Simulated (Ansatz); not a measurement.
# MgNH3 (SMILES [NH2][MgH]): single points off equilibrium

One table from this session's results is given with a row withheld; the runs are named, their logs left out.

Program: Ansatz 0.2.0, Gaussian basis. Level of theory: single points in def2-TZVPP. These are calculated values, not measurements.

Correlated methods freeze the cores. The outer core shell of Li, Na, Mg and K is correlated. B3LYP uses VWN-RPA correlation.

### The system as given

SMILES `[NH2][MgH]`, 5 atoms, charge 0, spin multiplicity 1.

Atoms are counted from 1 here; the program's logs count them from 0.

Bond lengths: N1–Mg2 1.861 Å, N1–H3 1.029 Å, N1–H4 0.983 Å, Mg2–H5 1.616 Å. Angles: Mg2–N1–H3 127.3°, Mg2–N1–H4 127.6°, H3–N1–H4 103.6°, N1–Mg2–H5 146.1°.

As a file:

```xyz
5
charge 0, multiplicity 1
N    -0.08820   -0.80790    0.04130
Mg    0.54270    0.89320   -0.37480
H    -0.85540   -1.31760   -0.41660
H     0.07110   -1.32180    0.86440
H     0.31690    2.48450   -0.20890
```

Set-up of the first run:

File run/in.yaml:

```yaml
crystal:
  periodic: [false, false, false]
  atoms:
    - {symbol: N, position_ang: [-0.088200, -0.807900, 0.041300]}
    - {symbol: Mg, position_ang: [0.542700, 0.893200, -0.374800]}
    - {symbol: H, position_ang: [-0.855400, -1.317600, -0.416600]}
    - {symbol: H, position_ang: [0.071100, -1.321800, 0.864400]}
    - {symbol: H, position_ang: [0.316900, 2.484500, -0.208900]}
basis:
  gaussian: {orbitals: def2-TZVPP}
correlation: {method: ccsd_t}
output: {forces: true}
```

The command line of these runs was not kept.

Steps of the session up to this table: CCSD(T)/def2-TZVPP; PBE0-D4/def2-TZVPP; wB97M-V/def2-TZVPP; r2SCAN-D4/def2-TZVPP; PBE-D4/def2-TZVPP; B3LYP-D4/def2-TZVPP; BHLYP-D4/def2-TZVPP.

One table of the session follows, with a row left open; its other results are not shown here.

| method | RMS force component (eV/Å) | angle to CCSD(T) forces (°) | dipole (D) |
| --- | --- | --- | --- |
| CCSD(T) | 0.649 | reference | 1.90 |
| PBE0-D4 | 0.664 | 4.3 | 1.83 |
| wB97M-V | 0.649 | 2.5 | 1.86 |
| r2SCAN-D4 | 0.657 | 4.2 | 1.85 |
| PBE-D4 | 0.684 | 12.3 | 1.69 |
| B3LYP-D4 | 0.647 | 2.2 | 1.78 |
| BHLYP-D4 | ? | ? | ? |

**Question.** Estimate the row for BHLYP-D4.

**Answer.** RMS force component (eV/Å): 0.664; angle to CCSD(T) forces (°): 15.8; dipole (D): 1.91.
